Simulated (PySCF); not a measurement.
Calculated elemental compositions, with the atomic weights Si 28.085, O 15.999, P 30.974, H 1.008, N 14.007, C 12.011, F 18.998.

**Question.** A compound of molar mass 110.20 g/mol holds 50.97 % silicon, 14.52 % oxygen, 6.40 % hydrogen and 28.11 % phosphorus by mass. What is its formula?

**Answer.** Atoms of each element: Si 2.00, O 1.00, H 7.00, P 1.00. So H7OPSi2. One species with this formula is `[SiH3]O[SiH2]P`.

**Question.** A compound of molar mass 137.10 g/mol holds 43.80 % carbon, 10.22 % nitrogen, 4.41 % hydrogen and 41.57 % fluorine by mass. What is its formula?

**Answer.** Per cent/100 × molar mass / atomic weight: C 5.00, N 1.00, H 6.00, F 3.00. So C5H6F3N. One species with this formula is `[H]/N=C1\CC[C@H]1C(F)(F)F`.

**Question.** A compound of molar mass 160.26 g/mol holds 9.98 % oxygen, 52.46 % carbon, 17.52 % silicon, 11.85 % fluorine and 8.18 % hydrogen by mass. What is its formula?

**Answer.** Atoms of each element: O 1.00, C 7.00, Si 1.00, F 1.00, H 13.01. So C7H13FOSi. One species with this formula is `F[C@@]1(C2CCC2)CO[SiH2]C1`.

**Question.** A compound of molar mass 47.01 g/mol holds 2.14 % hydrogen, 29.79 % nitrogen and 68.06 % oxygen by mass. What is its formula?

**Answer.** Dividing out the atomic weights: H 1.00, N 1.00, O 2.00. So HNO2. One species with this formula is nitrous acid, `O=NO`.
